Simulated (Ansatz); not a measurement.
Compare A (`CC=C=CC`) with its isomer B (`C=CC(=C)C`).

Program: Ansatz. Geometries: PBE0-D4/def2-TZVP. ΔE: electronic, gas phase. CBS: MP2 limit from def2 TZ/QZ plus the TZ coupled-cluster correction, frozen cores. Functionals use def2-TZVPP. B3LYP here is the variant with VWN-RPA as its local correlation; programs differ in this. One conformer a species, not always the lowest.

Task: Which is lower in electronic energy at CCSD(T)/CBS, and by how much? (Best estimate.)

Result: Computed: B, by 14.2 kcal/mol.

Task: Give E(B) − E(A) in kcal/mol with r2SCAN-D4, MP2/def2-TZVPP, B2PLYP, B3LYP, B3LYP-D4, ωB97M-V, LDA (SPW92). (Best estimate.)

Result: Computed: r2SCAN-D4 -12.3, MP2/def2-TZVPP -14.3, B2PLYP -12.5, B3LYP -11.1, B3LYP-D4 -12.5, ωB97M-V -12.3, LDA (SPW92) -11.8. None reverses the order clearly.

Task: Does the order hold for the free energy at 298.15 K (harmonic terms from PBE0-D4)? (Estimate.)

Result: The calculation gave: Yes: G(B) − G(A) = -13.4 kcal/mol, for one conformer each.

Largest T1 diagnostic: 0.011.

In def2-TZVPP, CCSD(T) changes the Hartree–Fock value by −0.9 kcal/mol (the triples alone add −0.5 kcal/mol) and MP2 by −1.1 kcal/mol. The D4 term adds −1.4 kcal/mol with B3LYP and −0.7 kcal/mol with PBE0; it sums over pairs of atoms, weighted by their polarisabilities, and B3LYP, whose exchange is more repulsive, gets the larger term.
